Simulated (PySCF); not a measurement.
# Dipole moment and polarisability of hydrogen fluoride

Hydrogen fluoride, HF.
Cartesian coordinates in Å at the GFN2-xTB level; atoms count from 1:
```
atom  x, y, z in Å
F1     0.4676   -0.0028   -0.0029
H2    -0.4648    0.0041   -0.0112
```

Level: B3LYP/def2-SVPD (PySCF), static field, nuclei fixed, core orbitals frozen in the response. The polarisability tensor in these axes (au):

```
x    6.65 -0.01  0.01
y   -0.01  5.13  0.00
z    0.01  0.00  5.13
```

Task: Give the principal values, the mean and the anisotropy Δα = √{½[(α1 − α2)² + (α2 − α3)² + (α1 − α3)²]}.

Result: Principal values 5.13, 5.13 and 6.65 au; mean 5.64 au = 0.84 Å³ = 0.93 × 10⁻⁴⁰ C²·m²/J; Δα = 1.52 au (27 % of the mean).

Task: What is the dipole moment, and where does it point?

Result: (-1.85, 0.01, -0.02) D, 1.85 D in size, pointing from the negative to the positive side. Measured along this direction, the outermost atoms are F1 at the negative end and H2 at the positive end.

Task: What would n − 1 = 2πNα be for an ideal gas of these molecules at 350 K and 1 atm, electronic part alone?

Result: N = p/kT = 2.0968 × 10¹⁹ cm⁻³, so n − 1 = 2π × N × 0.84 × 10⁻²⁴ cm³ = 110 × 10⁻⁶ at long wavelengths.

Task: In a dilute gas of rigid molecules at 298 K, how does the orientational term μ²/3kT compare with the electronic polarisability?

Result: In Gaussian units μ²/3kT = 27.77 Å³ against 0.84 Å³, a ratio of 33.25; the Debye molar polarisation (4π/3)N_A(α + μ²/3kT) is 72.2 cm³/mol, leaving out the vibrational part.

Task: Give the eigenvalues of the traceless quadrupole moment Θ = ½Σq(3rr − r²1), origin at the centre of nuclear charge.

Result: -1.08, -1.08, 2.15 D·Å. The values depend on the origin, since the dipole doesn't vanish. The electronic extent ⟨r²⟩ about the same centre is 14 bohr², a root-mean-square distance of 0.64 Å for the 10 electrons.

Isolated species at its GFN2-xTB geometry, gas phase.
